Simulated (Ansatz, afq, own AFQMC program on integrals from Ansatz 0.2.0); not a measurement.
**Where AFQMC and coupled cluster stand for Ru⁺, quartet**

A free Ru cation.

Basis def2-SVP with its core potentials. Noble-gas cores (and the filled d shells of Ga–Kr and In–Xe) are frozen. AFQMC by an in-house program on the Cholesky factors that Ansatz 0.2.0 writes for its CCSD(T) run. ph-AFQMC/CISD is guided by a CISD state made of CCSD amplitudes; releasing the constraint for a short imaginary time cuts its bias at the price of noise, slowly where states lie close. ± is one standard error of the sampling. No spin–orbit coupling. The metal's outer-core s and p shells are frozen, which shifts wave-function levels against functionals.

Determinant: UHF, the one that the program's search chose, which needn't be the lowest solution.

Full CI on the same integrals is exact in this basis and with this determinant's frozen core.

Cautions: no spin-orbit coupling; outer-core shells of the metal frozen; the released energies have errors that jump between times, so the bars are unsure, so no released level is given (meV from the phaseless value at times in 1/Eh: -3.1 ± 1.2 at 0.60, -5.9 ± 1.0 at 1.20, -6.3 ± 1.0 at 2.00, -13 ± 6 at 3.00, -11.5 ± 1.9 at 4.20), though the last usable value meets full CI within the noise.

- T1 diagnostic: 0.0041
- weight of the determinant in the CISD state: 0.963
- ⟨S²⟩ of the determinant: 3.755
- size of the correlated space: 7 electrons in 27 orbitals

Reference: full CI, correlation energy -2.856 eV.

```tsv
level	E − E(reference) (kcal/mol)	share of correlation (%)
HF	65.86	0.00
MP2	5.77	91.23
CCSD	1.50	97.72
CCSD(T)	0.23	99.65
CCSDT	0.02	99.97
CCSDT(Q)	0.00	99.99
CCSDTQ	-0.01	100.01
ph-AFQMC/CISD	0.21 ± 0.02	99.68
```

CCSDT and higher add their correlation energy to the determinant of the CCSD(T) run, since their own runs factorise the integrals more tightly (a shift of under 2 meV). A walk keeps the symmetry of its determinant, which the program's search chose and which needn't be the lowest solution, so a lower state of the same spin and another symmetry isn't excluded.
